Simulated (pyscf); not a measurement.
H₂N–GeH₃ + H₂ -> GeH₄ + NH₃, a four-centre exchange (singlet surface; Ge–N, H–H broken, Ge–H, H–N formed). Single points on ωB97X-D3(BJ)/def2-SVP structures (PySCF, gas phase). Energies in kJ/mol from the separated reactants.

AM1 to PM7: differences of heats of formation from MOPAC, which are fitted to 298 K values and so differ in kind from electronic energies by zero-point and thermal terms. 

**Question.** Quick PM3 single points give ΔE‡ = 313.1 kJ/mol and ΔE = +96.2 kJ/mol. What does ωB97M-D3(BJ)/def2-TZVP give, and how far is the quick result from it?

**Answer.** ωB97M-D3(BJ)/def2-TZVP gives ΔE‡ = 186.3 kJ/mol and ΔE = -27.8 kJ/mol. PM3 lies 126.8 kJ/mol over it in the barrier and 124.0 kJ/mol over it in the reaction energy, so on this step it does not hold to within 12.6 kJ/mol. ωB97M-D3(BJ)/def2-TZVP has limits of its own. One saddle was located; it need not be the lowest between these sides. In the def2 sets elements up to Kr have no core potential.
